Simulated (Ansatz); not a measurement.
Species: ClF, net charge 0, singlet state. SMILES: FCl
Geometry from a B3LYP-D3(BJ)/def2-TZVP (Ansatz, a program for electronic structure) optimisation:
```
F
Cl 1 1.6409
```
Charge 0, spin multiplicity 1.

HF/STO-3G beside other levels, property by property. Set-up: no spin-orbit coupling; valence correlation only; atomisation electronic, to ground-state atoms; UHF or UKS for open shells; non-relativistic. CBS marks a two-point X^-3 extrapolation of the correlation energy; Hartree-Fock from the larger set (for Q and 5 zeta extrapolated as (X+1)exp(-9√X)). Ab initio and DFT rows: single points at B3LYP-D3(BJ) geometries (Ansatz), with unscaled harmonic terms from B3LYP/6-31G* at its own minima, enthalpies of formation by atomisation with measured atoms.

Measured values: Active Thermochemical Tables 1.112 (ions: stationary electron), as tabulated in the package chemicals; they hold spin-orbit and core effects, anharmonicity. Coupled cluster (Ansatz) is a level with limits of its own, used here on species with T1 under 0.025 (0.045 for open shells) and stable references: CCSD(T)/CBS(cc-pV(Q+d)Z,cc-pV(5+d)Z).

```
property                                                                  HF/STO-3G (Ansatz)  B3LYP/STO-3G (Ansatz)  B3LYP/def2-TZVPD (Ansatz)  B2PLYP-D3(BJ)/def2-TZVPD (Ansatz + dftd3)       to compare with
------------------------------------------------------------------------  ------------------  ---------------------  -------------------------  -----------------------------------------  --------------------
Cl-F bond dissociation enthalpy at 298 K, to F atom + Cl atom (kcal/mol)                 1.2                   57.4                       60.0                                       59.5         61.3 measured
atomisation energy (kcal/mol)                                                            1.4                   57.7                       60.3                                       59.8  62.6 coupled cluster
enthalpy of formation at 298 K (kcal/mol)                                               46.7                   -9.6                      -12.1                                      -11.7        -13.3 measured
```

As the rows show:
- Cl-F bond dissociation enthalpy at 298 K, to F atom + Cl atom: HF/STO-3G lies 60.1 kcal/mol below the measured value.
- atomisation energy: HF/STO-3G lies 61.2 kcal/mol below coupled cluster.
- enthalpy of formation at 298 K: HF/STO-3G lies 60.0 kcal/mol above the measured value.

The properties are those with a value to compare with, at most eight drawn at random. No case is left out for the size of its miss. Left out are saddle points of the reference geometry, anions that the best level run finds unbound, excited spin states, species near biochemistry, cases with under five habitual levels, runs that failed or whose electronic state is in doubt, and table entries that another table contradicts.
